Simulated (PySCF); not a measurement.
# H3O4P: the cost of one run

The runs use PySCF 2.14.0, with density-fitted response routines of our own; the level of theory stands in each step. All values are computed, except where a source is named. Atoms are numbered from 0 throughout.

## (1) The starting structure

8 atoms, charge 0, multiplicity 1; geometry from: GFN2-xTB. The atoms were then displaced at random by about 0.03 Å, so the start is not that level's minimum.

Bonds of the start (Å): O0–P1 1.38, P1–O2 1.61, P1–O3 1.69, P1–O4 1.58, O2–H5 0.92, O3–H6 0.94, O4–H7 0.93.

## (2) Geometry optimisation at PBE0-D3(BJ)/def2-SVP

The job: settings as JSON, then the geometry in Å.

```
{"job": {"xc": "PBE0", "basis": "def2-SVP", "d3": "d3bj", "grid": 1, "shake": 0.03, "kind": "geom"}, "charge": 0, "multiplicity": 1}
O     -1.041070     0.881660     0.640380
P     -0.108050     0.062350     0.034900
O     -0.694390    -1.000310    -1.023980
O      1.157840     0.813590    -0.786460
O      0.704230    -0.835770     1.049680
H     -1.361970    -0.596050    -1.507400
H      1.310300     1.622220    -0.342180
H      0.189470    -1.014510     1.802210
```

Started as:

```bash
> OMP_NUM_THREADS=1 python probes_run.py task.json out
```

This one command runs all jobs of the session in turn.

Q: Estimate the wall time and peak memory of this first job on 1 thread of Arm Neoverse V1, shared host.

About 29 s, with a peak of 0.37 GiB.
